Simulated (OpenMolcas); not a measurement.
CH8BN (SMILES [BH3-][NH2+]C): methods side by side

The species is CH8BN (11 atoms), meant as a singlet with charge 0. As SMILES, `[BH3-][NH2+]C`. The shape is that of a PBE0-D4/def2-TZVP optimisation.

```xyz
11

B    -0.8284    1.0320   -0.2051
N    -0.3495   -0.4975    0.0708
C     1.1078   -0.6611    0.1552
H    -2.0409    0.9910   -0.2454
H    -0.3251    1.3417   -1.2657
H    -0.4029    1.6775    0.7312
H    -0.7835   -0.8152    0.9323
H    -0.7210   -1.0847   -0.6699
H     1.4757   -0.0241    0.9576
H     1.5435   -0.3171   -0.7813
H     1.3898   -1.6994    0.3411
```

Quantity: the dipole moment, in D. The values are calculated.

| level | kind | program | value (D) | CPU time |
| --- | --- | --- | --- | --- |
| HF/cc-pVDZ | Hartree–Fock | OpenMolcas | 5.62 | 10 s |
| SVWN5/cc-pVDZ | LDA | OpenMolcas | 5.43 | 42 s |
| revPBE/cc-pVDZ | GGA | OpenMolcas | 5.41 | 57 s |
| r2SCAN/cc-pVDZ | meta-GGA | OpenMolcas | 5.48 | 67 s |
| B3LYP/cc-pVDZ | global hybrid | OpenMolcas | 5.45 | 56 s |
| BHLYP/cc-pVDZ | global hybrid | OpenMolcas | 5.51 | 54 s |
| M06-2X/cc-pVDZ | hybrid meta-GGA | OpenMolcas | 5.50 | 67 s |
| PBE0/cc-pVDZ | global hybrid | OpenMolcas | 5.48 | 54 s |

The values span 5.41 to 5.62 D. Magnitudes only. Times are those of the runs behind each value, whatever else they computed, on shared processors of several kinds: orders of magnitude only.
